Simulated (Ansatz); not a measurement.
Molecule: methyl formate, C$_{2}$H$_{4}$O$_{2}$, charge 0, multiplicity 1. SMILES: COC=O
Geometry from a B3LYP-D3(BJ)/def2-TZVP (Ansatz, a first-principles code) optimisation:
```
O
C 1 1.3374
O 2 1.1990 1 125.87
H 2 1.0980 3 125.01 1 -180.00
C 1 1.4400 2 115.72 4 180.00
H 5 1.0858 1 105.58 2 -180.00
H 5 1.0891 6 110.74 1 119.38
H 5 1.0891 6 110.74 7 121.24
```
Charge 0, spin multiplicity 1.

Quantity: atomisation energy (electronic, to ground-state atoms); the coupled-cluster value holds the core correlation from cc-pwCVTZ, in kcal/mol. Cores are frozen in the correlated levels unless marked. Open shells are spin-unrestricted. Spin-orbit coupling is left out. No relativistic terms. CBS marks a two-point X^-3 extrapolation of the correlation energy; Hartree-Fock from the larger set. The bracket is a focal-point correction in the basis named.

Level to compare with: RI-MP2/CBS(aug-cc-pVTZ,aug-cc-pVQZ)+[CCSD(T)-MP2]/aug-cc-pVTZ plus the core term (Ansatz), 788.4 kcal/mol. It is a level with limits of its own, and the differences hold the functionals' basis error too.

Question: Rank these functionals by how close they come to RI-MP2/CBS(aug-cc-pVTZ,aug-cc-pVQZ)+[CCSD(T)-MP2]/aug-cc-pVTZ, closest first: BHLYP/def2-TZVPD (Ansatz); r2SCAN/def2-TZVPD (Ansatz); LC-wPBE/def2-TZVPD (Ansatz).

Answer: r2SCAN/def2-TZVPD (meta-GGA, 788.1 kcal/mol, difference -0.3), LC-wPBE/def2-TZVPD (range-separated hybrid, 785.3 kcal/mol, difference -3.1), BHLYP/def2-TZVPD (global hybrid, 746.8 kcal/mol, difference -41.6)
